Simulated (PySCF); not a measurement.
**Bonding in `C=C[P-]CCC`**

Compound: C₅H₁₀P (charge -1).
SMILES with atom numbers: `[CH2:1]=[CH:2][P-:3][CH2:4][CH2:5][CH3:6]` (hydrogens: H7, H8 on C1; H9 on C2; H10, H11 on C4; H12, H13 on C5; H14, H15, H16 on C6)

Structure used (GFN2-xTB), in Å, numbered top down from 1:
```xyz
16
C5H10P angstrom
C      2.439   -0.009    0.851
C      2.041    0.905   -0.051
P      0.671    0.989   -1.151
C     -0.221   -0.611   -0.738
C     -1.040   -0.568    0.550
C     -2.202    0.406    0.435
H      3.349    0.134    1.422
H      1.902   -0.923    1.045
H      2.663    1.792   -0.174
H     -0.883   -0.823   -1.585
H      0.520   -1.416   -0.689
H     -1.417   -1.575    0.786
H     -0.388   -0.250    1.367
H     -2.716    0.532    1.389
H     -1.806    1.366    0.108
H     -2.920    0.061   -0.309
```

Bond orders from the PBE0/pcSseg-1 density (PySCF). The structure is a single GFN2-xTB conformer in the gas phase; no vibrational or solvent corrections. The pcSseg-1 basis has no diffuse functions, a weakness for an anion. The HOMO energy is positive at this level (+0.80 eV), so the outermost electrons may be held by the finite basis alone.

Question: How far do the computed orders between heavy atoms stray from the drawn ones?

Answer: The largest departure is 0.291, at C1–C2 (drawn double, 1.709). Drawn single, order above 1.12: C2–P3 (1.228). The SMILES, with its formal charges, is one Lewis structure only.

Question: Give the Mayer order of every bond between heavy atoms, beside its length.

Answer: 
| bond | drawn as | length (Å) | Mayer order |
| --- | --- | --- | --- |
| C1–C2 | double | 1.345 | 1.709 |
| C2–P3 | single | 1.758 | 1.228 |
| P3–C4 | single | 1.878 | 0.952 |
| C4–C5 | single | 1.527 | 1.003 |
| C5–C6 | single | 1.521 | 1.050 |

By pair of heavy elements: C–C: lowest C4–C5 (1.003, 1.527 Å), highest C1–C2 (1.709, 1.345 Å). C–P: lowest P3–C4 (0.952, 1.878 Å), highest C2–P3 (1.228, 1.758 Å).

Question: And the bonds to hydrogen?

Answer: C–H: 0.95 to 0.97 (10 bonds).

Question: Sum the orders of all bonds at each heavy atom with more than one neighbour and set the sums beside the valence in the SMILES.

Answer: C1 3.625 (drawn 4), C2 3.888 (drawn 4), P3 2.180 (drawn 2), C4 3.864 (drawn 4), C5 3.954 (drawn 4), C6 3.940 (drawn 4). Orders between atoms that aren't bonded are not in these sums.

Mayer orders depend on the basis set.

These values come from a run that also computed NMR shieldings. Hardware: Arm Neoverse V1, one thread, shared host with 32 logical CPUs at a one-minute load of 27. Cost: 20 s wall, 0.73 GiB resident at most.
